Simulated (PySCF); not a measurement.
BF: frontier orbitals

PW91 at R = 1.288 Å; PySCF, spin-free X2C with a Gaussian nucleus, basis sets B jorge-DZP-DKH, F jorge-DZP-DKH. State: ¹Σ⁺ (singlet), closed shell. Only the outer orbitals are listed, counted within each symmetry.

| orbital | occ. | ε (eV) | on B (%) | main shells (%) |
| --- | --- | --- | --- | --- |
| 3σ | 2 | -32.30 | 14 | 84 F s |
| 4σ | 2 | -14.92 | 19 | 74 F p, 12 B s |
| 1π | 2 | -12.55 | 11 | 89 F p, 9 B p |
| 1π | 2 | -12.55 | 11 | 89 F p, 9 B p |
| 5σ | 2 | -6.70 | 96 | 75 B s, 21 B p |
| 2π | 0 | -2.12 | 93 | 94 B p |
| 2π | 0 | -2.12 | 93 | 94 B p |
| 6σ | 0 | 2.07 | 104 | 92 B p, 10 B s |

Q: Which are the highest filled and the lowest empty level, where do they sit, and how wide is the gap?

A: Highest filled 5σ at -6.70 eV (in %: 75 B s, 21 B p); lowest empty 2π at -2.12 eV (in %: 94 B p); the gap at PW91 is 4.58 eV.

| Property | Result |
| --- | --- |
| bond order (Mayer) | 1.62 |
| ⟨S²⟩ | 0.000 |
| charge on B (Mulliken, basis-dependent) | -0.03 |
| charge on B (Löwdin, basis-dependent) | -0.19 |
| dipole moment (positive dipole means B(−)F(+)) | 1.03 D |

Shares are Mulliken populations and can fall outside 0 to 100 %.
